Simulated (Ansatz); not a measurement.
# CH₃Cl (singlet): from Hartree-Fock to the top rungs, cc-pVTZ

An exercise on one series of results from a longer session: the logs are not shown, and one member is left open.

Computed with Ansatz 0.2.0, Gaussian basis. Level: cc-pVTZ, core rule «outside noble gas», up to 6 orbitals frozen.

The runs, in order: UHF; CCSD(T) on RHF; BCCD(T) on RHF; CCSDT(Q) on RHF; CASSCF and NEVPT2, 14 electrons in 11 orbitals.

## The geometry

The geometry is a PBE0/def2-TZVP stationary point (not a proven minimum).

5 atoms, charge 0, spin multiplicity 1.

Atoms are counted from 1 here; the program's logs count them from 0.

Bond lengths: C1–Cl2 1.773 Å, C1–H3 1.087 Å, C1–H4 1.087 Å, C1–H5 1.087 Å. Angles: Cl2–C1–H3 108.6°, Cl2–C1–H4 108.6°, Cl2–C1–H5 108.6°, H3–C1–H4 110.3°, H3–C1–H5 110.3°, H4–C1–H5 110.3°.

Set-up of the first run:

Input file in.yaml:

```yaml
crystal:
  periodic: [false, false, false]
  atoms:
    - {symbol: C, position_ang: [-1.224270, -0.011167, 0.003583]}
    - {symbol: Cl, position_ang: [0.548831, 0.005006, -0.001606]}
    - {symbol: H, position_ang: [-1.581362, 1.015979, 0.006355]}
    - {symbol: H, position_ang: [-1.564648, -0.530992, 0.896038]}
    - {symbol: H, position_ang: [-1.569898, -0.528002, -0.888591]}
basis:
  gaussian: {orbitals: cc-pVTZ}
magnetization: {spin_polarized: true, initial_magnetization: 0}
hamiltonian: {xc: hf}
output: {orbitals: {seedname: orbitals}}
```

Started as:

```
$ ansatz run in.yaml --threads 1 --pin off --events-out ev --progress --plain --max-ram 2816MiB --backend cpu
```

Among the steps run: UHF; CCSD(T) on RHF; BCCD(T) on RHF; CCSDT(Q) on RHF; CASSCF and NEVPT2, 14 electrons in 11 orbitals.

One of the session's tables, all rows but one given; the rest of the session is left out.

| method | from RCCSDT(Q) (kJ/mol) |
| --- | --- |
| RHF | +1101.3 |
| RMP2 | +123.2 |
| RCCSD | ? |
| RCCSD(T) | +3.3 |
| BCCD(T) | +3.2 |
| RCCSDT | +1.6 |
| RCCSDT(Q) | 0 |
| CASSCF valence | +873.4 |
| NEVPT2 valence | +197.1 |

Q: Estimate the row for RCCSD from the others.

As computed: from RCCSDT(Q) (kJ/mol): +43.1. In the column «from RCCSDT(Q) (kJ/mol)» it lies between RCCSD(T) (+3.3) and RMP2 (+123.2).

With the free atoms at the same levels and basis (separate runs), the atomisation energy is 16.703 eV at RCCSDT(Q), 16.703 eV at RCCSD(T), 12.822 eV at RHF.
